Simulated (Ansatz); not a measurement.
# CHAlO (quintet): from Hartree-Fock to the top rungs, cc-pVDZ

How much of the correlation energy of CHAlO (quintet) does each wave-function method recover here?

Method: cc-pVDZ, core rule «outside noble gas», up to 7 orbitals frozen; program: Ansatz 0.2.0, Gaussian basis.

To be run: UHF; CCSD(T) on ROHF; CCSD(T) on UHF; BCCD(T) on ROHF; CISD as a restricted active space (open shells left free, so some higher excitations enter); CCSDT(Q) on ROHF; CCSDT(Q) on UHF.

24 further runs of the same task are left out: 5 that didn't finish, 19 set aside as unsound or not needed. Runs told in other sessions of the task aren't counted.

**1. What is computed**

The geometry is a PBE0/def2-TZVP stationary point (not a proven minimum) of the parent state, kept for this charge and spin.

4 atoms, charge 0, spin multiplicity 5.

Atoms are counted from 1 here; the program's logs count them from 0.

Bond lengths: Al1–C2 1.933 Å, C2–O3 1.306 Å, O3–H4 0.968 Å. Angles: Al1–C2–O3 167.9°, C2–O3–H4 112.4°.

**2. UHF**

in.yaml reads:

```yaml
crystal:
  periodic: [false, false, false]
  atoms:
    - {symbol: Al, position_ang: [0.000001, -0.162615, 2.220099]}
    - {symbol: C, position_ang: [-0.000032, -0.075678, 0.288964]}
    - {symbol: O, position_ang: [0.000003, -0.291771, -0.998684]}
    - {symbol: H, position_ang: [0.000028, 0.530064, -1.510380]}
basis:
  gaussian: {orbitals: cc-pVDZ}
magnetization: {spin_polarized: true, initial_magnetization: 4}
hamiltonian: {xc: hf}
output: {orbitals: {seedname: orbitals}}
```

On the command line:

```console
> ansatz run in.yaml --threads 1 --pin off --events-out ev --progress --plain --max-ram 2393MiB
```

After this run come: CCSD(T) on ROHF; CCSD(T) on UHF; BCCD(T) on ROHF; CISD as a restricted active space (open shells left free, so some higher excitations enter); CCSDT(Q) on ROHF; CCSDT(Q) on UHF.

Before running them: what should the planned runs give, taken together? Wanted: UCCSDT(Q) from the RHF energy; RMP2 from UCCSDT(Q); UMP2 from UCCSDT(Q); RCCSD from UCCSDT(Q); RCCSD(T) from UCCSDT(Q); UCCSD(T) from UCCSDT(Q); RCCSDT(Q) from UCCSDT(Q); T1 diagnostic.

As calculated:

```
                         quantity                      value
    UCCSDT(Q) from the ROHF energy                 -9.2221 eV
              RMP2 from UCCSDT(Q)                 +924.5 meV
              UMP2 from UCCSDT(Q)                 +966.7 meV
             RCCSD from UCCSDT(Q)                 +312.5 meV
          RCCSD(T) from UCCSDT(Q)                  +52.2 meV
          UCCSD(T) from UCCSDT(Q)                  +53.2 meV
         RCCSDT(Q) from UCCSDT(Q)                   +4.5 meV
levels within 1 kcal/mol (43 meV)  RCCSDT, UCCSDT, RCCSDT(Q)
                    T1 diagnostic                      0.028
```

What this shows: RCCSD(T) misses by +52.2 meV, 0.6 % of the correlation energy. These misses are within one basis, not against nature; the frozen cores of restricted and unrestricted runs differ, which can shift their rows.

With open shells the CI space here admits some higher excitations, so it is larger than plain CISD.
